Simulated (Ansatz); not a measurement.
A plane-wave DFT run in Ansatz 0.2.0 (scalar-relativistic PAW potentials unless the input names others): input and command.

```yaml
crystal:
  lattice:
    - [3.690737344, 0.0, 0.0]
    - [0.0, 3.690737344, 0.0]
    - [0.0, 0.0, 7.134574419]
  atoms:
    - { symbol: Sc, position: [0.0, 0.5, 0.1341355287] }
    - { symbol: Sc, position: [0.5, 0.0, 0.8658644713] }
    - { symbol: Ga, position: [0.0, 0.5, 0.5649499721] }
    - { symbol: Ga, position: [0.5, 0.0, 0.4350500279] }
    - { symbol: O, position: [0.0, 0.0, 0.0] }
    - { symbol: O, position: [0.5, 0.5, 0.0] }
basis:
  ecutwfc: 420
kpoints:
  mp_grid: { grid: [10, 10, 6] }
hamiltonian:
  xc: pbe
  hubbard: { sites: [{ species: Sc, l: d, u_eff: 20.0 }] }
scf:
  occupations: { method: gaussian, width: 0.1 }
  max_iter: 100
output:
  forces: true
  eigenvalues: true
  stress: true
```

```bash
ansatz run input.yaml --threads 1 --pin off --max-ram 2560MiB --backend cpu --events-out ev --progress --plain --runs-dir out
```

Abridged log:
```
Sc: projections on atomic orbitals take those of the free atom [Ne] 3s2 3p6 3d1 4s2, of charge +0.00 (hamiltonian.pseudopotentials.projection_atoms); the dataset's partial waves leave at most 3.7e-7 of an orbital's norm unspanned inside its sphere
Ga: projections on atomic orbitals take those of the free atom [Ar] 3d10 4s2 4p1, of charge +0.00 (hamiltonian.pseudopotentials.projection_atoms); the dataset's partial waves leave at most 1.1e-6 of an orbital's norm unspanned inside its sphere
O: projections on atomic orbitals take those of the free atom [He] 2s2 2p4, of charge +0.00 (hamiltonian.pseudopotentials.projection_atoms); the dataset's partial waves leave at most 1.9e-8 of an orbital's norm unspanned inside its sphere
Pseudopotentials: kind: paw
Pseudopotential: Sc, paw, valence charge 11, recommended cutoff 420 eV (normal)
Pseudopotential: Ga, paw, valence charge 13, recommended cutoff 420 eV (normal)
Pseudopotential: O, paw, valence charge 6, recommended cutoff 420 eV (normal)
Functional definition: PBE
Crystal: 6 atoms, lattice volume = 97.184 Å³
Basis set: ecut = 420 eV, 1871 PW (Γ), exchange–correlation on 50×50×96 points (8 copies of the dense FFT grid, shifted against one another)
Bands: 36, of which v1, the nominal top of the filled ones, is band 30 counted from 1 (29 counted from 0)
Symmetry: 16 space group operations
Space group: P4/nmm (ITA 129), of the structure as read, at distance tolerance 4.6e-5 Å
k-points: 84 of 600
Initial density: superposition of atomic densities (chi_scale 0.1, normalization cell, long waves of neutral atoms under a Hubbard term (reshape's long-wave potential 1.07 eV rms, cloud 2.36 Å wide))
Initial wavefunctions: pseudopotential atomic-orbital guess
Functional: x = pbe(κ = 0.804, μ = 0.21951497), c = pbe(β = 0.06672455)
SCF iter   1: F=—  HF=-12964.654569 eV  |F-HF|=—  |Δ(HF+E_count)|=         —  Δρ=6.18e-2  dr2=9.21e0  ethr=3.10e-3  ⟨swp⟩=8.4  Hψ=14909  notcnv=0
SCF iter   2: F=—  HF=-12963.656654 eV  |F-HF|=—  |Δ(HF+E_count)|=   9.98e-1  Δρ=3.67e-2  dr2=5.11e0  ethr=3.10e-3  ⟨swp⟩=3.0  Hψ=6341  notcnv=0  defer=120
SCF iter   3: F=—  HF=-12962.717155 eV  |F-HF|=—  |Δ(HF+E_count)|=   9.39e-1  Δρ=2.01e-2  dr2=2.04e0  ethr=3.10e-3  ⟨swp⟩=3.4  Hψ=5334  notcnv=0  defer=117
SCF iter   4: F=—  HF=-12962.158882 eV  |F-HF|=—  |Δ(HF+E_count)|=   5.58e-1  Δρ=1.11e-2  dr2=6.24e-1  ethr=3.10e-3  ⟨swp⟩=4.2  Hψ=6769  notcnv=0  defer=122
SCF iter   5: F=—  HF=-12962.019679 eV  |F-HF|=—  |Δ(HF+E_count)|=   1.39e-1  Δρ=8.60e-3  dr2=2.07e-1  ethr=1.04e-3  ⟨swp⟩=3.3  Hψ=5641  notcnv=0  defer=131
SCF iter   6: F=—  HF=-12961.936810 eV  |F-HF|=—  |Δ(HF+E_count)|=   8.29e-2  Δρ=4.66e-3  dr2=4.01e-2  ethr=3.44e-4  ⟨swp⟩=3.2  Hψ=5559  notcnv=0  defer=138
SCF iter   7: F=—  HF=-12961.926757 eV  |F-HF|=—  |Δ(HF+E_count)|=   1.01e-2  Δρ=1.23e-3  dr2=4.22e-3  ethr=6.68e-5  ⟨swp⟩=2.9  Hψ=6115  notcnv=0  defer=127
SCF iter   8: F=—  HF=-12961.925807 eV  |F-HF|=—  |Δ(HF+E_count)|=   9.50e-4  Δρ=4.05e-4  dr2=2.02e-4  ethr=7.04e-6  ⟨swp⟩=2.5  Hψ=5375  notcnv=0  defer=126
SCF iter   9: F=—  HF=-12961.925826 eV  |F-HF|=—  |Δ(HF+E_count)|=   1.85e-5  Δρ=1.01e-4  dr2=1.56e-5  ethr=3.36e-7  ⟨swp⟩=3.1  Hψ=5845  notcnv=0  defer=126
SCF iter  10: F=—  HF=-12961.925827 eV  |F-HF|=—  |Δ(HF+E_count)|=   5.84e-7  Δρ=3.09e-5  dr2=9.30e-7  ethr=2.60e-8  ⟨swp⟩=2.0  Hψ=5297  notcnv=0  defer=126
SCF iter  11: F=—  HF=-12961.925827 eV  |F-HF|=—  |Δ(HF+E_count)|=   3.42e-7  Δρ=1.28e-5  dr2=1.32e-7  ethr=1.55e-9  ⟨swp⟩=2.8  Hψ=5417  notcnv=0  defer=126
SCF iter  12: F=-12961.925827 eV  HF=-12961.925827 eV  |F-HF|=3.58e-9  |Δ(HF+E_count)|=   2.36e-8  Δρ=3.58e-6  dr2=1.00e-8  ethr=1.67e-10  ⟨swp⟩=17.4  Hψ=18909  notcnv=0
SCF 1 converged in 12 iterations: F = -12961.925827 eV  dr2 = 1.00e-8
SCF converged after 12 iterations
Free energy (F): -12961.925827 eV
Harris-Foulkes:  -12961.925827 eV  (|F-HF|=3.58e-9)
Internal energy: -12961.915910 eV  (E = F + TS)
E sigma→0 (E₀):  -12961.920868 eV
Entropy (-TS):   -0.009917 eV (-1.653 meV/atom)
Fermi energy:    11.439806 eV
--- Forces (eV/Å), atoms counted from 1 ---
  atom   1  Sc     0.00000000     0.00000000     3.10150998
  atom   2  Sc     0.00000000     0.00000000    -3.10150998
  atom   3  Ga     0.00000000     0.00000000    -0.28424245
  atom   4  Ga     0.00000000     0.00000000     0.28424245
  atom   5  O      0.00000000     0.00000000     0.00000000
  atom   6  O      0.00000000     0.00000000     0.00000000
--- Stress (GPa, compression-positive) ---
       28.519031       0.000000       0.000000
        0.000000      28.519031       0.000000
        0.000000       0.000000      21.472750
  P = ⅓ Tr σ = 26.1703 GPa (261.703 kbar)
Occupation matrices written to <dir>
```

Problem. What is wrong with this input?

Solution. The fault is an enormous or negative U (hamiltonian.hubbard: not typed → {"sites": [{"species": "Sc", "l": "d", "u_eff": 20.0}]}, the first being the value of the sound run). Setting it back cures it. The run converged all the same, with an energy at zero smearing 3.0 eV/atom above the reference's (the Hamiltonian itself differs), pressure 26.17 GPa, largest force 3.102 eV/Å, no gap on the mesh, so convergence alone doesn't show that an input is right. A reference run on usual settings, whose relaxation ended at this geometry, converged, and the end of its own relaxation has pressure 0.00 GPa, largest force 0.008 eV/Å, no gap on the mesh.

Time: 10 s on 1 thread of AMD EPYC 9R45 96-Core Processor (Zen 5), on a shared host, peak memory 0.79 GiB.